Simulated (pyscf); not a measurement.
A first-order saddle from PySCF, ωB97X-D3(BJ)/def2-SVP:

```xyz
12

C      0.1594     0.9370     0.9548
Al    -1.5445    -0.1021     0.4467
C     -1.4302    -1.3923    -0.9930
Cl    -3.2869     1.0722     0.7050
H      0.7675     0.9440     1.8825
H     -0.1756     1.9819     0.8461
H      0.8734     0.6978     0.1492
H     -0.5301    -2.0243    -0.9124
H     -1.3903    -0.8828    -1.9713
H     -2.3100    -2.0566    -1.0130
F     -1.1435    -0.8992     2.1606
H     -0.4170    -0.1505     1.9475
```

Surface: singlet, charge 0. Lowest wavenumbers (cm⁻¹): 644i, 82, 99, 133, 152.

Q: Name the species on either side of this saddle.

A: `[CH3][Al]([CH3])[Cl]` + `[FH]` ⇌ `[CH4]` + `[CH3][Al]([F])[Cl]`, a four-centre exchange read from left to right: Al–C, F–H broken and C–H, Al–F formed. At ωB97M-D3(BJ)/def2-TZVP it lies -5.8 kcal/mol from the left side and +40.5 kcal/mol from the right (each side as separated species at their lowest minima found). On the reactant side the descent ends in an adduct with a Al–F contact, 10.1 kcal/mol under the separated species and 4.0 kcal/mol under the saddle at ωB97X-D3(BJ)/def2-TZVP. On the product side the descent ends in a complex (not fully relaxed), 4.5 kcal/mol under the separated species and 43.8 kcal/mol under the saddle at ωB97X-D3(BJ)/def2-TZVP. At ωB97M-D3(BJ) the saddle lies under the separated reactants, which points to a path from their complex (located at ωB97X-D3(BJ) alone). What is counted as formed (Al–F) is already present as a longer contact in the reactant adduct; forming that adduct is a step of its own. This is the saddle that the search found; another between the same sides may lie lower.
